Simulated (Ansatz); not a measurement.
Ansatz (a quantum-chemistry and plane-wave program) input (CCSD(T)/cc-pVTZ):

Ansatz 0.2 input:
```yaml
crystal:
  periodic: [false, false, false]
  atoms:
    - {symbol: O, position_ang: [0.01545466, 0.72381182, -0.07020381]}
    - {symbol: O, position_ang: [-0.01124373, -0.72607760, -0.04190313]}
    - {symbol: H, position_ang: [0.80569804, 0.89668240, 0.46138431]}
    - {symbol: H, position_ang: [-0.83938551, -0.87855617, 0.43547118]}
basis:
  gaussian:
    orbitals: cc-pVTZ
magnetization: {spin_polarized: false}
correlation: {method: ccsd_t, electrons: outside_noble_gas}
output: {forces: true}
```

Output:

```
Functional definition: HF
integrals: 0.07 GiB planned
527 factors; integrals over basis functions are off by at most 8.8e-4 eV
mean field: 0.14 GiB planned
mean field evaluation 1: about -4103.5214 eV, gradient 2.3e1 eV
mean field evaluation 2: about -4103.5289 eV, gradient 2.3e1 eV
mean field evaluation 4: about -4104.4404 eV, gradient 2.0e0 eV
mean field evaluation 8: about -4104.4492 eV, gradient 6.8e-5 eV
mean field evaluation 16: about -4104.4484 eV, gradient 4.3e-1 eV
mean field -4104.44919132 eV, -150.8357256854 hartree, gradient 1.9e-6 eV, S^2 0.000000; 0 other end points of the search recorded, 0 dependent functions left out
2 core orbitals not correlated
reference -4104.44919132 eV, -150.8357256854 hartree; 7, 7 occupied and 79, 79 virtual orbitals, 527 factors
densities: 0.31 GiB planned
second order -13.52156241 eV of doubles, -0.00000000 eV of singles
coupled cluster: 0.23 GiB planned
cycle   1  -13.32738885 eV  change    1.9e-1 eV  update   6.7e-2
cycle   2  -13.66319095 eV  change   -3.4e-1 eV  update   2.0e-2
cycle   3  -13.72354002 eV  change   -6.0e-2 eV  update   8.7e-3
cycle   4  -13.72174995 eV  change    1.8e-3 eV  update   2.0e-3
cycle   5  -13.72319670 eV  change   -1.4e-3 eV  update   9.2e-4
cycle   6  -13.72319510 eV  change    1.6e-6 eV  update   3.4e-4
cycle   7  -13.72306538 eV  change    1.3e-4 eV  update   1.4e-4
cycle   8  -13.72304108 eV  change    2.4e-5 eV  update   6.2e-5
cycle   9  -13.72302643 eV  change    1.5e-5 eV  update   3.2e-5
cycle  10  -13.72302580 eV  change    6.3e-7 eV  update   1.3e-5
cycle  11  -13.72304551 eV  change   -2.0e-5 eV  update   4.4e-6
cycle  12  -13.72303899 eV  change    6.5e-6 eV  update   1.4e-6
perturbative correction -0.50227459 eV, -0.0184582506 hartree
the calculation of the forces begins
Total energy: -4118.67450490 eV, -151.3584963172 hartree
Atom 0 at     0.015455     0.723812    -0.070204 Å, force     0.058262     0.233118     0.078677 eV/Å
Atom 1 at    -0.011244    -0.726078    -0.041903 Å, force    -0.064351    -0.229842     0.083428 eV/Å
Atom 2 at     0.805698     0.896682     0.461384 Å, force    -0.162904    -0.130438    -0.084683 eV/Å
Atom 3 at    -0.839386    -0.878556     0.435471 Å, force     0.168993     0.127161    -0.077422 eV/Å
Dipole moment:    -0.013391     0.007205     0.356503 e Å
```
